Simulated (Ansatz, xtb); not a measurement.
## C3H8FO+: which of two isomers lies lower

Structure I is `C[C@H]([OH2+])CF`, a singlet and structure II is `[OH2+]CCCF`, a singlet. Both are isolated ions in the gas phase, relaxed with BLYP-D3(BJ)/def2-SVP, each in the lowest conformer that the search found.

Estimate which is lower in electronic energy at CCSD(T)/def2-SVP + ΔMP2/def2-TZVPP, and by roughly how much.

The CCSD(T)/def2-SVP + ΔMP2/def2-TZVPP calculation puts structure II lower, by 0.178 eV.

The same difference at several levels:

```csv
level,geometry,E(II) − E(I) (eV),departure from the last row (eV),"job, with rough time for the two"
GFN2-xTB,GFN2-xTB,−0.169,+0.009,"optimisation, 0.084 s"
HF/STO-3G,GFN2-xTB,−0.349,−0.171,"single point, 0.28 s"
r2SCAN-D4/def2-SVP,GFN2-xTB,−0.152,+0.025,"single point, 3.8 s"
BLYP-D3(BJ)/def2-SVP,BLYP-D3(BJ)/def2-SVP,−0.214,−0.036,"optimisation, 28 s"
HF/def2-SVP,BLYP-D3(BJ)/def2-SVP,−0.137,+0.041,part of the CCSD(T) run
MP2/def2-SVP,BLYP-D3(BJ)/def2-SVP,−0.199,−0.021,part of the CCSD(T) run
CCSD(T)/def2-SVP,BLYP-D3(BJ)/def2-SVP,−0.189,−0.011,single point
CCSD(T)/def2-SVP + ΔMP2/def2-TZVPP,BLYP-D3(BJ)/def2-SVP,−0.178,,"single point, 38 s"
```

As drawn, both hold the same kinds of bond in the same numbers. Structure I has 1 methyl group, II 0.

The levels shown agree on the order. The largest departure from CCSD(T)/def2-SVP + ΔMP2/def2-TZVPP is that of HF/STO-3G, 0.171 eV. The last row adds to CCSD(T) the change of the MP2 difference between the two basis sets, here +0.011 eV.

With harmonic frequencies from BLYP-D3(BJ)/def2-SVP (ideal gas, rigid rotor, one conformer each, 298.15 K, 1 atm): the zero-point term adds +0.030 eV; ΔH is −0.163 and ΔG −0.136 eV.

The correlated steps freeze 5 core orbitals. Programs: Ansatz 0.2.0, xtb 6.7.1; the last row on 2 threads of Arm Neoverse V1 on a shared host.
